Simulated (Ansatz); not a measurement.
**ClH2OSi−: one structure at several levels**

An exercise on one series of results from a longer session: the logs are not shown, and one member is left open.

Computed with Ansatz 0.2.0, Gaussian basis. Level: single points in def2-TZVPPD.

Correlated methods freeze the cores.

1 further run of the same task is left out (it didn't finish).

## The system as given

SMILES `O[SiH-]Cl`, 5 atoms, charge -1, spin multiplicity 1.

Atoms are counted from 1 here; the program's logs count them from 0.

Bond lengths: O1–Si2 1.704 Å, O1–H4 1.028 Å, Si2–H5 1.603 Å. Angles: Si2–O1–H4 116.8°, O1–Si2–H5 102.3°.

Coordinates:

```xyz
5
charge -1, multiplicity 1
O    -1.08757   -0.53948   -0.37294
Si   -0.39832    0.69898    0.57365
Cl    1.60803   -0.55854    1.20739
H    -0.44120   -1.10250   -0.94088
H     0.50350    1.48373   -0.49428
```

The first run:

run/in.yaml reads:

```yaml
crystal:
  periodic: [false, false, false]
  atoms:
    - {symbol: O, position_ang: [-1.087575, -0.539478, -0.372936]}
    - {symbol: Si, position_ang: [-0.398323, 0.698982, 0.573647]}
    - {symbol: Cl, position_ang: [1.608026, -0.558538, 1.207386]}
    - {symbol: H, position_ang: [-0.441198, -1.102504, -0.940885]}
    - {symbol: H, position_ang: [0.503496, 1.483733, -0.494277]}
basis:
  gaussian: {orbitals: "def2-TZVPPD.json"}
total_charge: -1
hamiltonian: {xc: pbe, dispersion: d4}
output: {forces: true}
```

The basis file named in the input lies beside it (Basis Set Exchange, JSON).

Command:

```sh
$ ansatz run in.yaml --threads 2 --pin off --events-out ev --progress --plain --max-ram 3481MiB
```

Steps of the session up to this table: PBE-D4/def2-TZVPPD; r2SCAN-D4/def2-TZVPPD; PBE0-D4/def2-TZVPPD; wB97M-V/def2-TZVPPD; CCSD(T)/def2-TZVPPD.

One of the session's tables, all rows but one given; the rest of the session is left out.

```
   method  RMS force component (eV/Å)  angle to CCSD(T) forces (°)
   PBE-D4                       0.909                          8.0
r2SCAN-D4                       1.029                          4.1
  PBE0-D4                       1.102                          5.2
  wB97M-V                           ?                            ?
  CCSD(T)                       1.085                    reference
```

**Question.** Estimate the row for wB97M-V.

**Answer.** RMS force component (eV/Å): 1.101; angle to CCSD(T) forces (°): 3.2. In the column «RMS force component (eV/Å)» it lies between CCSD(T) (1.085) and PBE0-D4 (1.102).
